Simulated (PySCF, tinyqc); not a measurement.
Worked calculation: CCSD on RHF in the sto-3g basis, frozen core, for HF, spin multiplicity 1. The lowest restricted solution is unstable here: a spin-polarised one lies 0.0053 hartree lower (PySCF). One step of it, computed by the program tinyqc.

Problem. Integrals over molecular orbitals. (pq|rs) = sum C_ip C_jq C_kr C_ls (ij|kl), one index at a time.

coefficients C:
```
              MO1        MO2        MO3        MO4       MO5        MO6
1F 1s    0.994997  -0.258983   0.047554   0.000000  0.000000   0.050056
1F 2s    0.020485   1.000616  -0.242098   0.000000  0.000000  -0.273046
1F 2px   0.000000   0.000000   0.000000   0.998925  0.046351   0.000000
1F 2py   0.000000   0.000000   0.000000  -0.046351  0.998925   0.000000
1F 2pz   0.001160   0.020966   0.685230   0.000000  0.000000  -0.764578
2H 1s   -0.002840   0.092886   0.603550   0.000000  0.000000   0.867582
```

core Hamiltonian H = T + V (hartree):
```
             1F 1s       1F 2s     1F 2px     1F 2py     1F 2pz      2H 1s
1F 1s   -40.440044   -9.488442   0.000000   0.000000  -0.007789  -0.850432
1F 2s    -9.488442  -10.918087   0.000000   0.000000  -0.097114  -2.081946
1F 2px    0.000000    0.000000  -8.599302   0.000000   0.000000   0.000000
1F 2py    0.000000    0.000000   0.000000  -8.599302   0.000000   0.000000
1F 2pz   -0.007789   -0.097114   0.000000   0.000000  -8.648149  -1.510461
2H 1s    -0.850432   -2.081946   0.000000   0.000000  -1.510461  -4.163402
```

Two-electron integrals (ij|kl) in chemists' order, unique and non-zero (hartree):
```
(11|11) 5.403501   (21|11) 0.841920   (21|21) 0.156299   (22|11) 1.268028
(22|21) 0.292344   (22|22) 0.926167   (31|31) 0.027998   (32|31) 0.043169
(32|32) 0.204588   (33|11) 1.264502   (33|21) 0.292403   (33|22) 0.925959
(33|33) 0.997514   (41|41) 0.027998   (42|41) 0.043169   (42|42) 0.204588
(43|43) 0.053770   (44|11) 1.264502   (44|21) 0.292403   (44|22) 0.925959
(44|33) 0.889973   (44|44) 0.997514   (51|51) 0.027998   (52|51) 0.043169
(52|52) 0.204588   (53|53) 0.053770   (54|54) 0.053770   (55|11) 1.264502
(55|21) 0.292403   (55|22) 0.925959   (55|33) 0.889973   (55|44) 0.889973
(55|55) 0.997514   (61|11) 0.075662   (61|21) 0.013940   (61|22) 0.025950
(61|33) 0.025912   (61|44) 0.025912   (61|51) 0.000546   (61|52) 0.001033
(61|55) 0.026031   (61|61) 0.001255   (62|11) 0.213038   (62|21) 0.049868
(62|22) 0.178948   (62|33) 0.176253   (62|44) 0.176253   (62|51) 0.003359
(62|52) 0.027524   (62|55) 0.184159   (62|61) 0.004517   (62|62) 0.044478
(63|31) 0.004956   (63|32) 0.030384   (63|53) 0.005622   (63|63) 0.006283
(64|41) 0.004956   (64|42) 0.030384   (64|54) 0.005622   (64|64) 0.006283
(65|11) 0.153953   (65|21) 0.036472   (65|22) 0.140225   (65|33) 0.134472
(65|44) 0.134472   (65|51) 0.007080   (65|52) 0.050514   (65|55) 0.151571
(65|61) 0.003423   (65|62) 0.042923   (65|65) 0.047484   (66|11) 0.410631
(66|21) 0.097648   (66|22) 0.405227   (66|33) 0.393233   (66|44) 0.393233
(66|51) 0.007250   (66|52) 0.085285   (66|55) 0.428890   (66|61) 0.008872
(66|62) 0.136564   (66|65) 0.154216   (66|66) 0.774606
```

Give: one-electron integrals over orbitals h = C^T H C; Two-electron integrals over orbitals.

Solution.

one-electron integrals over orbitals h = C^T H C (hartree):
```
          1        2        3        4        5        6
1  -40.4228   0.7239  -0.1252   0.0000   0.0000  -0.1370
2    0.7239  -9.1219   0.4775   0.0000   0.0000   0.7498
3   -0.1252   0.4775  -6.7482   0.0000   0.0000   2.2899
4    0.0000   0.0000   0.0000  -8.5993   0.0000   0.0000
5    0.0000   0.0000   0.0000   0.0000  -8.5993   0.0000
6   -0.1370   0.7498   2.2899   0.0000   0.0000  -5.9688
```

Two-electron integrals over orbitals (pq|rs), unique and non-zero (hartree); the lowest 1 orbital is frozen and left out:
```
(22|22) 0.8744    (32|22) -0.0456   (32|32) 0.1328    (33|22) 0.6865
(33|32) -0.0128   (33|33) 0.6703    (42|42) 0.1899    (43|42) -0.0267
(43|43) 0.0347    (44|22) 0.8962    (44|32) -0.0640   (44|33) 0.6727
(44|44) 0.9975    (52|52) 0.1899    (53|52) -0.0267   (53|53) 0.0347
(54|54) 0.0538    (55|22) 0.8962    (55|32) -0.0640   (55|33) 0.6727
(55|44) 0.8900    (55|55) 0.9975    (62|22) -0.0816   (62|32) -0.0784
(62|33) -0.0215   (62|44) -0.0809   (62|55) -0.0809   (62|62) 0.0914
(63|22) -0.2420   (63|32) 0.0779    (63|33) -0.0915   (63|44) -0.2498
(63|55) -0.2498   (63|62) 0.0348    (63|63) 0.2358    (64|42) -0.0272
(64|43) -0.0227   (64|64) 0.0289    (65|52) -0.0272   (65|53) -0.0227
(65|65) 0.0289    (66|22) 0.6359    (66|32) 0.0439    (66|33) 0.6450
(66|44) 0.6208    (66|55) 0.6208    (66|62) -0.0522   (66|63) -0.0269
(66|66) 0.6705
```
